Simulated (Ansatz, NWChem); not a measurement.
**Exact exchange and the HOMO–LUMO gap of SCl2O2**

SCl2O2: 5 atoms, total charge 0, spin state singlet. SMILES: `O=S(=O)(Cl)Cl`. Geometry: relaxed at PBE0-D4/def2-TZVP.

The HOMO–LUMO gap y, in eV, basis cc-pVDZ; a is the functional's share of exact exchange. Programs: Ansatz 0.2.0, NWChem 7.3.0.

| functional | program | a | y (eV) |
| --- | --- | --- | --- |
| PBE | Ansatz | 0 | 4.32 |
| TPSS | NWChem | 0 | 4.52 |
| B3LYP | Ansatz | 0.2 | ? |
| PBE0 | Ansatz | 0.25 | 6.82 |
| r2SCAN0 | Ansatz | 0.25 | 7.13 |
| BHLYP | Ansatz | 0.5 | 9.32 |

**Question.** Fit y = c + s·a to the known rows and predict B3LYP.

**Answer.** 
1. Means of the 5 rows: a = 0.2000, y = 6.422.
2. Σ(Δa)² = 0.175, Σ(Δa·Δy) = 1.7255, so the slope is 1.7255/0.175 = 9.86.
3. Intercept: 6.422 − (9.86) × 0.2000 = 4.450. The largest residual of the fit is 0.21.
4. B3LYP: 4.450 + (9.86) × 0.2 = 6.42 eV.

The run gave 6.24 eV, so the prediction is off by +0.18 eV, within the scatter of the fit. Exact exchange lowers occupied levels and raises empty ones. The rows mix families of semi-local functionals, which the line can't see.
